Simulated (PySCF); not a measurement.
**CH$_{3}$, SMILES `[CH3]` (charge 0, multiplicity 2)**

Level of theory: TPSSh-D3(BJ)/def2-TZVP // PBE-D3(BJ)/def2-SVP in PySCF.

| Property | Value |
|---|---|
| highest occupied spin orbital | -6.06 eV |
| dipole moment | 0.00 D |
| total energy | -39.8610 Ha |
| cost | very roughly 40 core-seconds |

Bond lengths (Å): C1–H2 1.098, C1–H3 1.098, C1–H4 1.098. Angles (°): H2–C1–H3 120.0, H2–C1–H4 120.0, H3–C1–H4 120.0.
Charge 0, spin multiplicity 2.
